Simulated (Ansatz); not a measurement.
Total energies of CF$_{3}$ (`F[C](F)F`) radical.

```tsv
atom	x (Å)	y (Å)	z (Å)
F1	-0.940	-0.310	0.773
C2	-0.150	0.218	-0.132
F3	0.172	-0.657	-1.056
F4	0.918	0.750	0.416
```

Charge 0, multiplicity 2. The structure was optimised at the PBE0-D4/def2-TZVP level. Basis def2-TZVPP, Ansatz 0.2.0.

RPA on PBE orbitals: Hartree–Fock energy of these orbitals -336.22837 Eh, correlation -1.31215 Eh (frozen core).

```json
{"functional": "LDA (SPW92)", "energy without D4 (Eh)": "-335.48173", "D4 term (kJ/mol)": "–"}
{"functional": "PBE", "energy without D4 (Eh)": "-337.39606", "D4 term (kJ/mol)": "-3.6"}
{"functional": "revPBE", "energy without D4 (Eh)": "-337.60852", "D4 term (kJ/mol)": "-15.0"}
{"functional": "BLYP", "energy without D4 (Eh)": "-337.68929", "D4 term (kJ/mol)": "-8.6"}
{"functional": "B97M-V", "energy without D4 (Eh)": "-337.60559", "D4 term (kJ/mol)": "–"}
{"functional": "PBE0", "energy without D4 (Eh)": "-337.39290", "D4 term (kJ/mol)": "-2.9"}
{"functional": "r2SCANh", "energy without D4 (Eh)": "-337.56174", "D4 term (kJ/mol)": "-0.9"}
{"functional": "r2SCAN0", "energy without D4 (Eh)": "-337.53472", "D4 term (kJ/mol)": "-1.0"}
{"functional": "HSE06 (plane-wave form)", "energy without D4 (Eh)": "-337.37946", "D4 term (kJ/mol)": "-2.7"}
{"functional": "BHLYP", "energy without D4 (Eh)": "-337.58731", "D4 term (kJ/mol)": "-3.7"}
{"functional": "CAM-B3LYP", "energy without D4 (Eh)": "-337.63592", "D4 term (kJ/mol)": "-2.9"}
{"functional": "LC-ωPBE", "energy without D4 (Eh)": "-337.53333", "D4 term (kJ/mol)": "–"}
{"functional": "B2PLYP", "energy without D4 (Eh)": "-337.52910", "D4 term (kJ/mol)": "–"}
{"functional": "PBE-QIDH", "energy without D4 (Eh)": "-337.34774", "D4 term (kJ/mol)": "–"}
```

(1) Give the same for r2SCAN, B3LYP, ωB97X-V, ωB97M-V. (An estimate is asked.)

B3LYP takes the VWN-RPA correlation (the form of Gaussian; ORCA's B3LYP/G). HSE06 is the plane-wave form, built on full-range PBE exchange. The double hybrids freeze the cores in their second-order part.

## Answers

(1) Computed: 
```tsv
functional	energy without D4 (Eh)	D4 term (kJ/mol)
r2SCAN	-337.58052	-0.8
B3LYP	-337.71644	-5.8
ωB97X-V	-337.60414	–
ωB97M-V	-337.63503	–
```

LC-ωPBE has ω = 0.4 bohr⁻¹.
